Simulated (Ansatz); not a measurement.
**How basis sets differ on S2 (sulfur dimer)**

S2 has 2 atoms, charge 0, and is taken as a triplet. As SMILES, `S=S`. Geometry: the measured bond length.

| atom | x (Å) | y (Å) | z (Å) |
| --- | --- | --- | --- |
| S | 0.0000 | 0.0000 | 0.0000 |
| S | 0.0000 | 0.0000 | 1.8892 |

Each level gives the vertical electron affinity (to the quartet anion) (eV). The values are calculated.

The electron affinity is E(neutral) − E(anion): positive where the electron is bound.

| level | kind | program | value (eV) | CPU time (all runs) |
| --- | --- | --- | --- | --- |
| UPBE0-D4/STO-3G | global hybrid | Ansatz | -10.71 | 0.85 s |
| UPBE0-D4/3-21G | global hybrid | Ansatz | -2.37 | 1.5 s |
| UPBE0-D4/6-31G | global hybrid | Ansatz | -2.16 | 1.8 s |
| UPBE0-D4/6-31G* (Cartesian functions) | global hybrid | Ansatz | -2.20 | 2.8 s |
| UPBE0-D4/6-31+G** (Cartesian functions) | global hybrid | Ansatz | -0.98 | 5.9 s |
| UPBE0-D4/6-311G** (Cartesian d past Ne) | global hybrid | Ansatz | -1.60 | 3.6 s |
| UPBE0-D4/6-311++G(3df,3pd) | global hybrid | Ansatz | -0.89 | 11 s |

The values span -10.71 to -0.89 eV. Negative values mean that the anion is unbound at that level; they are set by how diffuse the basis is and aren't properties of the molecule. CPU times are rough (shared hosts, several kinds of processor): they show what a rung costs within a factor of a few.
